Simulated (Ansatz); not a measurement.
System: grey tin (α-Sn). Method: PBE-D3(BJ) in Ansatz (plane waves, PAW).

Run with plane-wave cutoff 520 eV, 20×20×20 k mesh, Fermi–Dirac smearing 0.05 eV, perturbation theory, scalar-relativistic PAW data made under PBE.

Computed at the level's own relaxed cell.

**Question.** Give the computed TO(Γ) frequency.

**Answer.** 
* **TO(Γ) frequency**: 183 cm⁻¹

Measured, for comparison: zone-centre TO phonon frequency 200 cm⁻¹ (low temperature, zero-point motion not removed; as tabulated in Tanner et al. (2021), arXiv:2110.11888). Computed (rounded) less measured: zone-centre TO phonon frequency -8 %.

Note: the solid has no gap at this level, which affects its response; the dispersion coefficients are held fixed in the derivatives.

Spin–orbit coupling is not included.

Ansatz is a program for electronic structure.
